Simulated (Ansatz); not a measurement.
Reaction: H4BPO (SMILES OBP) → BPH3 (SMILES [BH]P, doublet) + HO (SMILES [OH], doublet) (the B-O bond breaks)
Each species at its own B3LYP-D3(BJ)/def2-TZVP minimum (Ansatz, a first-principles code), one conformer.

Total energies in hartree (Ansatz). Radicals and triplets start from unrestricted determinants; spin-orbit coupling is neglected. Correlated methods leave the cores frozen. No relativity.

| species | HF/cc-pV(T+d)Z | CCSD(T)/cc-pV(T+d)Z | HF/cc-pV(Q+d)Z | CCSD(T)/cc-pV(Q+d)Z | CCSD(T)/cc-pV(D+d)Z | CCSDT(Q)/cc-pV(D+d)Z |
|---|---|---|---|---|---|---|
| 1: H4BPO (SMILES OBP) | -442.71233 | -443.26821 | -442.72347 | -443.31356 | -443.11459 | -443.11662 |
| 2: BPH3 (SMILES [BH]P, doublet) | -367.11326 | -367.39529 | -367.11820 | -367.41518 | -367.32663 | -367.32830 |
| 3: HO (SMILES [OH], doublet) | -75.41896 | -75.63769 | -75.42557 | -75.66159 | -75.55935 | -75.55979 |

Problem. Work out the bond dissociation energy (electronic) in kJ/mol: take Hartree-Fock from cc-pV(Q+d)Z, extrapolate the CCSD(T) correlation energy as X^-3 (X = 3, 4), and add CCSDT(Q) - CCSD(T) in cc-pV(D+d)Z. 1 hartree = 2625.5 kJ/mol.

Solution. 
Species 1: correlation (64·(-0.59009) - 27·(-0.55588))/37 = -0.61505; step -0.00203; E1 = -442.72347 + (-0.61505) + (-0.00203) = -443.34055
Species 2: correlation (64·(-0.29698) - 27·(-0.28203))/37 = -0.30789; step -0.00167; E2 = -367.11820 + (-0.30789) + (-0.00167) = -367.42776
Species 3: correlation (64·(-0.23602) - 27·(-0.21873))/37 = -0.24864; step -0.00044; E3 = -75.42557 + (-0.24864) + (-0.00044) = -75.67465
-1·E1 +1·E2 +1·E3 = 0.23814 hartree = 625.2 kJ/mol.
